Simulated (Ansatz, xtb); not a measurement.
Molecule: CS2, net charge -1, doublet state. 
Coordinates optimised at B3LYP-D3(BJ)/def2-TZVP (Ansatz, a first-principles code):
```
C
S 1 1.6362
S 1 1.6362 2 143.72
```
Charge -1, spin multiplicity 2.

Harmonic wavenumbers from GFN2-xTB (xtb, at its own minimum), cm⁻¹: 304, 732, 1242.

Problem. Give the harmonic wavenumbers at B3LYP-D3(BJ)/def2-TZVP (Ansatz, finite differences of forces, unscaled).

Solution. 325, 660, 1177 cm⁻¹. Zero-point energy 3.1 kcal/mol.

Problem. From these and the geometry, give the ideal-gas thermochemistry at 298.15 K and 1 atm (rigid rotor, harmonic oscillator).

Solution. Point group C2v, rotational symmetry number 2. Rotational constants 192.5, 3.26, 3.206 GHz. S(trans) 38.91, S(rot) 21.22, S(vib) 1.69, S(elec, spin only) 1.38, S 63.2 cal/(mol K). H(298) - H(0) 2.71 kcal/mol; G - E(el) -13.0 kcal/mol.
